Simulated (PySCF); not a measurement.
Si(Cl)4 anion (Cl4Si), SMILES Cl[Si](Cl)(Cl)Cl (connectivity only; charge and spin as stated), charge -1, multiplicity 2. Atoms are numbered in the order given.

```xyz
5

Cl    -1.6713     0.0000    -0.9790
Si     0.0000     0.0000     0.3537
Cl     0.0000    -2.2220     0.8334
Cl     0.0000     2.2220     0.8334
Cl     1.6713     0.0000    -0.9790
```
Charge -1, spin multiplicity 2.

Coordinates come from a PBE0-D3(BJ)/def2-SVPD optimisation. The spin state was assumed, not searched. The isomer is the one that the SMILES or the coordinates give; other isomers of the formula were not compared.

Method: B3LYP/pcH-1 run with PySCF.

Unrestricted Kohn–Sham, ⟨S²⟩ = 0.753. Hyperfine tensors hold the contact and dipolar terms, without spin-orbit corrections.

### Question
Estimate the hyperfine couplings. (The exact figures need the calculation; the answer reports its results.)

### Answer

| nucleus | A(iso) (MHz) | A(iso) (G) | dipolar principal values (MHz) |
|---|---|---|---|
| 35Cl no. 1 | 18.1 | 6.4 | -9.4, -9.2, 18.6 |
| 29Si no. 2 | -1730.2 | -617.4 | -65.9, 27.3, 38.6 |
| 35Cl no. 3 | 88.0 | 31.4 | -37.6, -37.0, 74.6 |
| 35Cl no. 4 | 88.0 | 31.4 | -37.6, -37.0, 74.6 |
| 35Cl no. 5 | 18.1 | 6.4 | -9.4, -9.2, 18.6 |
